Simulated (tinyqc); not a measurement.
UKS/LDA (VWN5) in the sto-3g basis, for CH2, spin multiplicity 3, step by step (part 1 of 2). Computed by tinyqc, a small Python program that keeps every step (integrals from PySCF). Settings: charge = 0, multiplicity = 3, basis = sto-3g, energy threshold = 1e-09, iteration cap = 54, orthogonalisation = canonical, start = Wolfsberg-Helmholz matrix, DIIS depth = 6, method = UKS, functional = lda,vwn, grid = [30, 86]. Command: `OMP_NUM_THREADS=1 python tinyqc.py 28129 28130 out.jsonl` (the two numbers bound the seeds that draw the settings). One thread of a shared host (Intel(R) Xeon(R) Processor @ 2.60GHz), about 2 s of CPU time with the checks. Later iterations appear only in the table of the cycle.

## One-electron integrals

Geometry (angstrom):
```
atom         x          y         z
C     0.000000   0.000000  0.000000
H     0.000000   0.969000  0.647000
H     0.000000  -1.038000  0.694000
```

Basis sto-3g: exponents (1/bohr^2) and contraction coefficients of normalised primitives:
```
element  l (shell)   exponent  coefficient
C            s (1)  71.616837     0.154329
C            s (1)  13.045096     0.535328
C            s (1)   3.530512     0.444635
C            s (2)   2.941249    -0.099967
C            s (2)   0.683483     0.399513
C            s (2)   0.222290     0.700115
C            p (3)   2.941249     0.155916
C            p (3)   0.683483     0.607684
C            p (3)   0.222290     0.391957
H            s (1)   3.425251     0.154329
H            s (1)   0.623914     0.535328
H            s (1)   0.168855     0.444635
```

Overlap, kinetic and nuclear-attraction integrals over the contracted functions; the nuclear repulsion is the sum of Za Zb / Rab.

nuclear repulsion = 5.53145839 hartree

overlap S, lower triangle:
```
           1C 1s     1C 2s    1C 2px     1C 2py    1C 2pz     2H 1s     3H 1s
1C 1s   1.000000
1C 2s   0.248362  1.000000
1C 2px  0.000000  0.000000  1.000000
1C 2py  0.000000  0.000000  0.000000   1.000000
1C 2pz  0.000000  0.000000  0.000000   0.000000  1.000000
2H 1s   0.052270  0.448397  0.000000   0.366250  0.244545  1.000000
3H 1s   0.043097  0.403636  0.000000  -0.339818  0.227200  0.117747  1.000000
```

kinetic energy T (hartree), lower triangle:
```
            1C 1s     1C 2s    1C 2px     1C 2py    1C 2pz      2H 1s     3H 1s
1C 1s   15.891122
1C 2s   -0.085890  0.472250
1C 2px   0.000000  0.000000  1.477728
1C 2py   0.000000  0.000000  0.000000   1.477728
1C 2pz   0.000000  0.000000  0.000000   0.000000  1.477728
2H 1s   -0.012106  0.083999  0.000000   0.180553  0.120555   0.760032
3H 1s   -0.011973  0.062349  0.000000  -0.144516  0.096622  -0.010198  0.760032
```

nuclear attraction V (hartree), lower triangle:
```
             1C 1s      1C 2s     1C 2px     1C 2py     1C 2pz      2H 1s      3H 1s
1C 1s   -34.530719
1C 2s    -4.410285  -6.052968
1C 2px    0.000000   0.000000  -5.941700
1C 2py   -0.001598  -0.013651   0.000000  -6.085288
1C 2pz   -0.015404  -0.164893   0.000000  -0.007081  -6.005794
2H 1s    -0.943855  -2.280618   0.000000  -1.720441  -1.185857  -4.171491
3H 1s    -0.776386  -1.998320   0.000000   1.541433  -1.065660  -0.529400  -4.003763
```

core Hamiltonian H = T + V (hartree), lower triangle:
```
             1C 1s      1C 2s     1C 2px     1C 2py     1C 2pz      2H 1s      3H 1s
1C 1s   -18.639597
1C 2s    -4.496175  -5.580718
1C 2px    0.000000   0.000000  -4.463972
1C 2py   -0.001598  -0.013651   0.000000  -4.607560
1C 2pz   -0.015404  -0.164893   0.000000  -0.007081  -4.528066
2H 1s    -0.955962  -2.196619   0.000000  -1.539888  -1.065302  -3.411459
3H 1s    -0.788359  -1.935971   0.000000   1.396917  -0.969038  -0.539598  -3.243731
```

## Two-electron integrals

Functions are numbered as in S; the eight-fold symmetry (ij|kl) = (ji|kl) = (kl|ij) leaves the list below.

Two-electron integrals (ij|kl) in chemists' order, unique and non-zero (hartree):
```
(11|11) 3.541948    (21|11) 0.576921    (21|21) 0.111888    (22|11) 0.854682
(22|21) 0.205284    (22|22) 0.624709    (31|31) 0.020296    (32|31) 0.030858
(32|32) 0.137996    (33|11) 0.852436    (33|21) 0.205335    (33|22) 0.624568
(33|33) 0.672833    (41|41) 0.020296    (42|41) 0.030858    (42|42) 0.137996
(43|43) 0.036269    (44|11) 0.852436    (44|21) 0.205335    (44|22) 0.624568
(44|33) 0.600295    (44|44) 0.672833    (51|51) 0.020296    (52|51) 0.030858
(52|52) 0.137996    (53|53) 0.036269    (54|54) 0.036269    (55|11) 0.852436
(55|21) 0.205335    (55|22) 0.624568    (55|33) 0.600295    (55|44) 0.600295
(55|55) 0.672833    (61|11) 0.122135    (61|21) 0.023547    (61|22) 0.043134
(61|33) 0.042986    (61|41) 0.001196    (61|42) 0.002228    (61|44) 0.043304
(61|51) 0.000798    (61|52) 0.001488    (61|54) 0.000212    (61|55) 0.043128
(61|61) 0.005067    (62|11) 0.295430    (62|21) 0.071919    (62|22) 0.241110
(62|33) 0.235305    (62|41) 0.005696    (62|42) 0.039396    (62|44) 0.247194
(62|51) 0.003803    (62|52) 0.026304    (62|54) 0.007938    (62|55) 0.240605
(62|61) 0.015794    (62|62) 0.122398    (63|31) 0.007282    (63|32) 0.038501
(63|43) 0.007687    (63|53) 0.005132    (63|63) 0.014970    (64|11) 0.210110
(64|21) 0.051807    (64|22) 0.184165    (64|33) 0.174887    (64|41) 0.010856
(64|42) 0.066408    (64|44) 0.198742    (64|51) 0.002386    (64|52) 0.018634
(64|54) 0.010795    (64|55) 0.178668    (64|61) 0.011907    (64|62) 0.111038
(64|64) 0.113875    (65|11) 0.140290    (65|21) 0.034592    (65|22) 0.122967
(65|33) 0.116772    (65|41) 0.002386    (65|42) 0.018634    (65|44) 0.122435
(65|51) 0.008876    (65|52) 0.050943    (65|54) 0.011468    (65|55) 0.129561
(65|61) 0.007950    (65|62) 0.074140    (65|64) 0.066039    (65|65) 0.059064
(66|11) 0.446386    (66|21) 0.110522    (66|22) 0.421359    (66|33) 0.399015
(66|41) 0.010967    (66|42) 0.101976    (66|44) 0.445020    (66|51) 0.007323
(66|52) 0.068090    (66|54) 0.030718    (66|55) 0.419525    (66|61) 0.024622
(66|62) 0.270951    (66|64) 0.271425    (66|65) 0.181230    (66|66) 0.774606
(71|11) 0.100527    (71|21) 0.019391    (71|22) 0.035555    (71|33) 0.035435
(71|41) -0.000968   (71|42) -0.001816   (71|44) 0.035692    (71|51) 0.000647
(71|52) 0.001214    (71|54) -0.000172   (71|55) 0.035550    (71|61) 0.004048
(71|62) 0.012261    (71|64) 0.008420    (71|65) 0.006178    (71|66) 0.018763
(71|71) 0.003434    (72|11) 0.258057    (72|21) 0.062894    (72|22) 0.212738
(72|33) 0.207484    (72|41) -0.004965   (72|42) -0.035290   (72|44) 0.218233
(72|51) 0.003319    (72|52) 0.023595    (72|54) -0.007187   (72|55) 0.212289
(72|61) 0.013005    (72|62) 0.078125    (72|64) 0.050765    (72|65) 0.046228
(72|66) 0.135875    (72|71) 0.011382    (72|72) 0.097753    (73|31) 0.006175
(73|32) 0.033239    (73|43) -0.006762   (73|53) 0.004521    (73|63) 0.008770
(73|73) 0.011515    (74|11) -0.188394   (74|21) -0.046485   (74|22) -0.166722
(74|33) -0.158392   (74|41) 0.009348    (74|42) 0.058702    (74|44) -0.179713
(74|51) -0.002121   (74|52) -0.017024   (74|54) 0.009734    (74|55) -0.161877
(74|61) -0.009185   (74|62) -0.052687   (74|64) -0.026513   (74|65) -0.030543
(74|66) -0.085263   (74|71) -0.008777   (74|72) -0.090888   (74|74) 0.094485
(75|11) 0.125959    (75|21) 0.031080    (75|22) 0.111470    (75|33) 0.105900
(75|41) -0.002121   (75|42) -0.017024   (75|44) 0.111113    (75|51) 0.007593
(75|52) 0.044621    (75|54) -0.010248   (75|55) 0.117272    (75|61) 0.006720
(75|62) 0.047111    (75|64) 0.030090    (75|65) 0.036077    (75|66) 0.086915
(75|71) 0.005868    (75|72) 0.060767    (75|74) -0.055473   (75|75) 0.048604
(76|11) 0.066389    (76|21) 0.016250    (76|22) 0.057183    (76|33) 0.055543
(76|41) -0.000025   (76|42) -0.000301   (76|44) 0.057192    (76|51) 0.001397
(76|52) 0.010642    (76|54) -0.000082   (76|55) 0.058753    (76|61) 0.003489
(76|62) 0.026335    (76|64) 0.020607    (76|65) 0.017564    (76|66) 0.055052
(76|71) 0.002880    (76|72) 0.023863    (76|74) -0.019411   (76|75) 0.016243
(76|76) 0.007140    (77|11) 0.418598    (77|21) 0.103732    (77|22) 0.400241
(77|33) 0.379416    (77|41) -0.009823   (77|42) -0.095210   (77|44) 0.422225
(77|51) 0.006568    (77|52) 0.063657    (77|54) -0.028622   (77|55) 0.398552
(77|61) 0.021378    (77|62) 0.146714    (77|64) 0.088974    (77|65) 0.091881
(77|66) 0.262728    (77|71) 0.018998    (77|72) 0.238154    (77|74) -0.243913
(77|75) 0.163079    (77|76) 0.055052    (77|77) 0.774606
```

## Orthogonalisation

S = U s U^T; canonical form X = U s^(-1/2), so that X^T S X = 1. Each column of U has its largest component positive (the first on a tie).

eigenvalues of S: 0.339243  0.444969  0.870453  1.000000  1.101299  1.442027  1.802010

X:
```
                1          2          3         4          5          6         7
1C 1s   -0.303178   0.092732   0.764476  0.000000  -0.599310  -0.016415  0.182980
1C 2s    1.105895  -0.245414  -0.332736  0.000000  -0.297854  -0.031344  0.448708
1C 2px   0.000000   0.000000   0.000000  1.000000   0.000000   0.000000  0.000000
1C 2py   0.280329   0.965375  -0.004500  0.000000   0.008218   0.621013  0.036746
1C 2pz   0.546572  -0.123160   0.627663  0.000000   0.648931  -0.018810  0.216803
2H 1s   -0.990964  -0.592304  -0.165344  0.000000   0.135452   0.358013  0.395536
3H 1s   -0.522961   0.938392  -0.179921  0.000000   0.143539  -0.421939  0.339577
```

## Starting guess

The start is the generalised Wolfsberg-Helmholz matrix (K = 1.75) built on H; D(s) = C_occ C_occ^T for each spin.

D(alpha) at the start, lower triangle:
```
            1C 1s      1C 2s    1C 2px     1C 2py    1C 2pz     2H 1s     3H 1s
1C 1s    1.031671
1C 2s   -0.122043   0.546364
1C 2px   0.000000   0.000000  1.000000
1C 2py   0.005549  -0.022115  0.000000   0.578955
1C 2pz   0.067000  -0.231855  0.000000  -0.008342  0.898664
2H 1s   -0.084845   0.195391  0.000000   0.201855  0.067710  0.178802
3H 1s   -0.077580   0.185072  0.000000  -0.210515  0.064362  0.021063  0.158839
```

D(beta) at the start, lower triangle:
```
            1C 1s      1C 2s    1C 2px     1C 2py    1C 2pz     2H 1s     3H 1s
1C 1s    1.014022
1C 2s   -0.062952   0.348522
1C 2px   0.000000   0.000000  0.000000
1C 2py   0.004523  -0.018682  0.000000   0.578896
1C 2pz  -0.052963   0.169789  0.000000  -0.015311  0.083278
2H 1s   -0.081727   0.184949  0.000000   0.202036  0.088907  0.178251
3H 1s   -0.074151   0.173591  0.000000  -0.210316  0.087670  0.020457  0.158172
```

## Iteration 1: exchange-correlation on the grid

Becke grid with 30 radial and 86 angular points per atom, points of zero weight dropped. rho = sum D_ij phi_i phi_j; V_xc,ij = sum w v_xc phi_i phi_j; v_xc is d(rho eps)/d rho(s) for spin s.

The 8 grid points with the largest w rho, of 7728 (bohr, atomic units):
```
x                  y          z         w  rho(alpha)  rho(beta)     eps_xc  v_xc(alpha)
0.000000   -1.373095  -0.554140  0.086790    0.070966   0.046586  -0.419085    -0.568850
0.000000   -1.218065   0.000000  0.047471    0.111065   0.102839  -0.500979    -0.661820
0.455852   -1.129549   0.000000  0.050268    0.112273   0.089283  -0.492734    -0.660746
-0.455852  -1.129549   0.000000  0.050268    0.112273   0.089283  -0.492734    -0.660746
0.554140   -1.373095   0.000000  0.073880    0.075595   0.061344  -0.437148    -0.584226
-0.554140  -1.373095   0.000000  0.073880    0.075595   0.061344  -0.437148    -0.584226
0.000000    1.373095  -0.554140  0.084758    0.070596   0.047325  -0.419234    -0.568286
0.000000   -1.129549   0.455852  0.041114    0.121088   0.120763  -0.520272    -0.681680
```

electrons on the grid, sum of w rho = 8.000323

E_xc = sum of w rho eps_xc = -5.79192203 hartree

V_xc(alpha) (hartree), lower triangle:
```
            1C 1s      1C 2s     1C 2px     1C 2py     1C 2pz      2H 1s      3H 1s
1C 1s   -2.178617
1C 2s   -0.331104  -0.616507
1C 2px   0.000000   0.000000  -0.607646
1C 2py   0.000114  -0.000440   0.000000  -0.618206
1C 2pz   0.001417  -0.003206   0.000000  -0.000708  -0.613074
2H 1s   -0.070384  -0.236552   0.000000  -0.183313  -0.122772  -0.438278
3H 1s   -0.057959  -0.207239   0.000000   0.164158  -0.110083  -0.053820  -0.415278
```

V_xc(beta) (hartree), lower triangle:
```
            1C 1s      1C 2s     1C 2px     1C 2py     1C 2pz      2H 1s      3H 1s
1C 1s   -2.146670
1C 2s   -0.308884  -0.506289
1C 2px   0.000000   0.000000  -0.469755
1C 2py   0.000084  -0.000781   0.000000  -0.553456
1C 2pz  -0.005146  -0.054438   0.000000  -0.000260  -0.485011
2H 1s   -0.066347  -0.212999   0.000000  -0.174121  -0.122548  -0.427437
3H 1s   -0.054619  -0.187115   0.000000   0.156069  -0.109821  -0.049533  -0.406816
```

## Iteration 1: building the Kohn-Sham matrix

J_ij = sum D_kl (ij|kl) with D = D(alpha) + D(beta); F = H + J + V_xc; E = tr D H + tr D J / 2 + E_xc + E_nn.

Coulomb J (hartree), lower triangle:
```
            1C 1s     1C 2s    1C 2px     1C 2py    1C 2pz     2H 1s     3H 1s
1C 1s   11.520373
1C 2s    2.228270  5.146950
1C 2px   0.000000  0.000000  5.097582
1C 2py   0.000362  0.004923  0.000000   5.196311
1C 2pz   0.015165  0.124088  0.000000   0.002040  5.130777
2H 1s    0.471049  2.001853  0.000000   1.533268  1.050749  3.586099
3H 1s    0.387933  1.762135  0.000000  -1.382136  0.948701  0.475414  3.405985
```

F(alpha) (hartree), lower triangle:
```
            1C 1s      1C 2s    1C 2px     1C 2py     1C 2pz      2H 1s      3H 1s
1C 1s   -9.297841
1C 2s   -2.599009  -1.050274
1C 2px   0.000000   0.000000  0.025964
1C 2py  -0.001122  -0.009168  0.000000  -0.029455
1C 2pz   0.001179  -0.044011  0.000000  -0.005749  -0.010363
2H 1s   -0.555296  -0.431317  0.000000  -0.189933  -0.137325  -0.263638
3H 1s   -0.458385  -0.381075  0.000000   0.178940  -0.130421  -0.118004  -0.253024
```

F(beta) (hartree), lower triangle:
```
            1C 1s      1C 2s    1C 2px     1C 2py     1C 2pz      2H 1s      3H 1s
1C 1s   -9.265894
1C 2s   -2.576789  -0.940057
1C 2px   0.000000   0.000000  0.163855
1C 2py  -0.001152  -0.009509  0.000000   0.035295
1C 2pz  -0.005384  -0.095243  0.000000  -0.005301   0.117700
2H 1s   -0.551260  -0.407764  0.000000  -0.180741  -0.137101  -0.252796
3H 1s   -0.455045  -0.360951  0.000000   0.170851  -0.130159  -0.113717  -0.244563
```

total energy of this density = -38.07836873 hartree

## Iteration 1: diagonalisation and new density

Diagonalise F' = X^T F X, C = X C', fill 5 alpha and 3 beta electrons from the bottom; D(s) = C_occ C_occ^T. Each column has its largest component positive (the first on a tie).

F' = X^T F X (alpha) (hartree), lower triangle:
```
           1          2          3         4          5          6          7
1   0.270530
2   0.081764   0.349047
3   0.607673  -0.245040  -4.003558
4   0.000000   0.000000   0.000000  0.025964
5  -0.434566   0.203445   4.051327  0.000000  -4.175526
6   0.005774   0.112685   0.138934  0.000000  -0.148659  -0.238972
7   0.207399  -0.099580  -1.983970  0.000000   2.115968   0.083978  -1.511462
```

orbital energies (alpha) (hartree): MO1 -9.309048, MO2 -0.441511, MO3 -0.251641, MO4 -0.068047, MO5 0.025964, MO6 0.335571, MO7 0.424733

coefficients C (alpha):
```
              MO1        MO2        MO3        MO4       MO5        MO6        MO7
1C 1s    0.989648  -0.214193   0.002935   0.154189  0.000000   0.146572   0.085518
1C 2s    0.043084   0.635592  -0.003808  -0.667704  0.000000  -0.772321  -0.486648
1C 2px   0.000000   0.000000   0.000000   0.000000  1.000000   0.000000   0.000000
1C 2py   0.000853   0.015601  -0.445395   0.028977  0.000000   0.510568  -0.968240
1C 2pz   0.004535   0.110261   0.003596   0.714044  0.000000  -0.710186  -0.387201
2H 1s   -0.010672   0.330833  -0.485293   0.300195  0.000000   0.348132   1.052025
3H 1s   -0.009373   0.315894   0.551258   0.298901  0.000000   0.970329  -0.256409
```

F' = X^T F X (beta) (hartree), lower triangle:
```
           1          2          3         4          5          6          7
1   0.319740
2   0.081251   0.393349
3   0.599347  -0.242266  -3.914657
4   0.000000   0.000000   0.000000  0.163855
5  -0.440360   0.205633   4.120078  0.000000  -4.071713
6   0.012695   0.147299   0.138897  0.000000  -0.147153  -0.203946
7   0.245334  -0.106948  -1.993407  0.000000   2.095106   0.084131  -1.469481
```

orbital energies (beta) (hartree): MO1 -9.275961, MO2 -0.393122, MO3 -0.229477, MO4 0.078487, MO5 0.163855, MO6 0.392431, MO7 0.480935

coefficients C (beta):
```
              MO1        MO2        MO3        MO4       MO5        MO6        MO7
1C 1s    0.990263  -0.189267   0.005235  -0.189668  0.000000   0.137286   0.081058
1C 2s    0.040701   0.528099  -0.010181   0.812873  0.000000  -0.728099  -0.461999
1C 2px   0.000000   0.000000   0.000000   0.000000  1.000000   0.000000   0.000000
1C 2py   0.000819   0.013556  -0.394436  -0.039540  0.000000   0.505822  -0.992192
1C 2pz   0.005173   0.157570   0.000828  -0.620982  0.000000  -0.776894  -0.402866
2H 1s   -0.010178   0.385497  -0.519948  -0.326968  0.000000   0.336129   1.012025
3H 1s   -0.008945   0.375780   0.582240  -0.334058  0.000000   0.916574  -0.261517
```

D(alpha) after iteration 1, lower triangle:
```
            1C 1s      1C 2s    1C 2px     1C 2py    1C 2pz      2H 1s     3H 1s
1C 1s    1.049066
1C 2s   -0.196465   0.851677
1C 2px   0.000000   0.000000  1.000000
1C 2py   0.000663  -0.007699  0.000000   0.199461
1C 2pz   0.090979  -0.406508  0.000000   0.020813  0.522050
2H 1s   -0.036562   0.011222  0.000000   0.229998  0.249037   0.435191
3H 1s   -0.029233  -0.001301  0.000000  -0.231946  0.250199  -0.073185  0.493104
```

D(beta) after iteration 1, lower triangle:
```
            1C 1s     1C 2s    1C 2px     1C 2py    1C 2pz      2H 1s     3H 1s
1C 1s    1.016470
1C 2s   -0.059700  0.280649
1C 2px   0.000000  0.000000  0.000000
1C 2py  -0.003820  0.011208  0.000000   0.155764
1C 2pz  -0.024696  0.083415  0.000000   0.001814  0.024856
2H 1s   -0.085763  0.208460  0.000000   0.210304  0.060259   0.419057
3H 1s   -0.076932  0.192157  0.000000  -0.224570  0.059647  -0.157782  0.480294
```

## Iteration 2: exchange-correlation on the grid

As before.

The 8 grid points with the largest w rho, of 7728 (bohr, atomic units):
```
x                 y          z         w  rho(alpha)  rho(beta)     eps_xc  v_xc(alpha)
1.373095   0.000000  -0.554140  0.091498    0.090237   0.006047  -0.438199    -0.591384
-1.373095  0.000000  -0.554140  0.091498    0.090237   0.006047  -0.438199    -0.591384
1.480696   0.000000   0.000000  0.089361    0.085371   0.009601  -0.428178    -0.583387
-1.480696  0.000000   0.000000  0.089361    0.085371   0.009601  -0.428178    -0.583387
1.373095   0.554140   0.000000  0.090544    0.079607   0.013687  -0.417329    -0.573409
-1.373095  0.554140   0.000000  0.090544    0.079607   0.013687  -0.417329    -0.573409
1.129549   0.000000  -0.455852  0.053886    0.146558   0.010080  -0.511024    -0.691274
-1.129549  0.000000  -0.455852  0.053886    0.146558   0.010080  -0.511024    -0.691274
```

electrons on the grid, sum of w rho = 8.000394

E_xc = sum of w rho eps_xc = -5.67669770 hartree

V_xc(alpha) (hartree), lower triangle:
```
            1C 1s      1C 2s     1C 2px     1C 2py     1C 2pz      2H 1s      3H 1s
1C 1s   -2.173008
1C 2s   -0.323571  -0.590570
1C 2px   0.000000   0.000000  -0.593213
1C 2py  -0.000213  -0.002128   0.000000  -0.585065
1C 2pz   0.003790   0.003516   0.000000  -0.002697  -0.582361
2H 1s   -0.068673  -0.234867   0.000000  -0.186715  -0.124289  -0.480773
3H 1s   -0.056470  -0.207544   0.000000   0.169089  -0.112917  -0.054414  -0.478043
```

V_xc(beta) (hartree), lower triangle:
```
            1C 1s      1C 2s     1C 2px     1C 2py     1C 2pz      2H 1s      3H 1s
1C 1s   -2.138409
1C 2s   -0.300400  -0.472351
1C 2px   0.000000   0.000000  -0.443945
1C 2py  -0.000599  -0.004821   0.000000  -0.505077
1C 2pz  -0.003451  -0.049121   0.000000  -0.001218  -0.457220
2H 1s   -0.064479  -0.209155   0.000000  -0.175720  -0.124041  -0.466586
3H 1s   -0.052954  -0.185161   0.000000   0.158584  -0.112833  -0.049759  -0.466939
```
